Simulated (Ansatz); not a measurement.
Eight cases of bond dissociation energy with Al to Br (electronic energies, kJ/mol), geometries: B3LYP-D3(BJ)/def2-TZVP. Functionals by Ansatz (a program for electronic structure) in def2-TZVPD; columns hold the difference against the high level (Ansatz, AFQMC by cisd_afqmc): A = CCSD(T)/CBS(cc-pV(T+d)Z,cc-pV(Q+d)Z) + [CCSDT(Q) - CCSD(T)]/cc-pV(D+d)Z + core + X2C; B = CCSD(T)/CBS(cc-pVQZ,cc-pV5Z) + [CCSDT(Q) - CCSD(T)]/cc-pVTZ; C = CCSD(T)/CBS(cc-pVTZ,cc-pVQZ) + [CCSDT(Q) - CCSD(T)]/cc-pVDZ. The cases were drawn at random from those of this class that have a high level and all functionals, leaving out states under which another spin lies or may lie. Left out are anions, K, Ca, elements past Kr, ionisation of Li, Na and Mg, pi-pi* triplets of linear molecules and other triplets made from a closed-shell parent. Runs that doubt their state, and full CI more than 15 mEh from coupled cluster, are set aside; a case stays where another high level and all functionals remain. AFQMC serves as high level only in triple zeta or larger, with a steady walk, a bar under 0.8 kcal/mol and agreement with other high levels or trials where they ran; where none ran, an unstable determinant or (outside 3d species) a high T1 diagnostic also bars it, so strongly correlated cases are thinned. No case was kept or dropped by the size of a functional's miss. Each difference is the functional minus the high level; affinities count positive where energy is released, gaps as the second state minus the first. Radicals and triplets start from unrestricted determinants; spin-orbit coupling is neglected. Correlated methods leave the cores frozen (noble-gas shells, and filled d and f shells in the p block). Rows without X2C or -DK are non-relativistic. CBS(X,Y): correlation extrapolated as X^-3, Hartree-Fock from the larger set (Q,5: extrapolated as (X+1)exp(-9√X)). A bracket is a step between two methods taken in the basis named. The functionals are non-relativistic, so their misses hold any scalar relativity. '+ core + X2C': CCSD(T) terms for core correlation (cc-pwCVTZ, 1s frozen past Ne) and scalar relativity (cc-pVTZ-DK). Where a partner has so few electrons that a lower coupled-cluster level is exact, that level stands in. Spin-orbit terms, left out, reach several kcal/mol for Br and I, and more for heavier atoms. The UHF reference of C2H5Si (C=[C][SiH3], doublet) is spin-contaminated (<S^2> up to 0.19 over the pure value in the sets run).

| case | level | value |
|---|---|---|
| C2H6Si (SMILES C=C[SiH3]) → C2H5Si (SMILES C=[C][SiH3], doublet) + H (doublet) | A | 459.6 |
| BSiH4F (SMILES FB[SiH3]) → BHF (SMILES F[BH], doublet) + SiH3 (SMILES [SiH3], doublet) | A | 363.5 |
| GeH2BrF (SMILES [F][GeH2][Br]) → GeH2F (SMILES [F][GeH2], doublet) + Br (doublet) | B | 382.9 |
| GeH2BrF (SMILES [GeH2]([Br])[F]) → GeHBrF (SMILES [F][GeH][Br], doublet) + H (doublet) | C | 369.4 |
| GeH2Br2 (SMILES [Br][GeH2][Br]) → GeH2Br (SMILES [GeH2][Br], doublet) + Br (doublet) | B | 367.2 |
| SiN2H5Cl (SMILES N[SiH](N)Cl) → SiN2H5 (SMILES N[SiH]N, doublet) + Cl (doublet) | A | 509.0 |
| BSiH4F (SMILES FB[SiH3]) → BSiH4 (SMILES [BH][SiH3], doublet) + F (doublet) | A | 698.7 |
| BH3S2 (SMILES SBS) → BH2S2 (SMILES [S]BS, doublet) + H (doublet) | A | 383.1 |

Q: Predict the difference of PBE, r2SCAN, CAM-B3LYP for each case and sum up.

A: 
```json
[
 {"case": "C2H6Si (SMILES C=C[SiH3]) → C2H5Si (SMILES C=[C][SiH3], doublet) + H (doublet)", "PBE": "-24.6", "r2SCAN": "-28.5", "CAM-B3LYP": "-12.3"},
 {"case": "BSiH4F (SMILES FB[SiH3]) → BHF (SMILES F[BH], doublet) + SiH3 (SMILES [SiH3], doublet)", "PBE": "-18.7", "r2SCAN": "-31.0", "CAM-B3LYP": "-16.1"},
 {"case": "GeH2BrF (SMILES [F][GeH2][Br]) → GeH2F (SMILES [F][GeH2], doublet) + Br (doublet)", "PBE": "-14.1", "r2SCAN": "-10.0", "CAM-B3LYP": "-27.1"},
 {"case": "GeH2BrF (SMILES [GeH2]([Br])[F]) → GeHBrF (SMILES [F][GeH][Br], doublet) + H (doublet)", "PBE": "-34.3", "r2SCAN": "-22.0", "CAM-B3LYP": "-10.2"},
 {"case": "GeH2Br2 (SMILES [Br][GeH2][Br]) → GeH2Br (SMILES [GeH2][Br], doublet) + Br (doublet)", "PBE": "-13.6", "r2SCAN": "-10.4", "CAM-B3LYP": "-27.0"},
 {"case": "SiN2H5Cl (SMILES N[SiH](N)Cl) → SiN2H5 (SMILES N[SiH]N, doublet) + Cl (doublet)", "PBE": "-28.0", "r2SCAN": "-21.3", "CAM-B3LYP": "-30.6"},
 {"case": "BSiH4F (SMILES FB[SiH3]) → BSiH4 (SMILES [BH][SiH3], doublet) + F (doublet)", "PBE": "2.3", "r2SCAN": "-20.9", "CAM-B3LYP": "-5.2"},
 {"case": "BH3S2 (SMILES SBS) → BH2S2 (SMILES [S]BS, doublet) + H (doublet)", "PBE": "-20.6", "r2SCAN": "-18.7", "CAM-B3LYP": "-12.6"}
]
```
PBE: mean -18.9, mean absolute 19.5, median absolute 19.7, largest -34.3; r2SCAN: mean -20.4, mean absolute 20.4, median absolute 21.1, largest -31.0; CAM-B3LYP: mean -17.6, mean absolute 17.6, median absolute 14.4, largest -30.6 kJ/mol. PBE lies above in 1 and below in 7 of the eight.
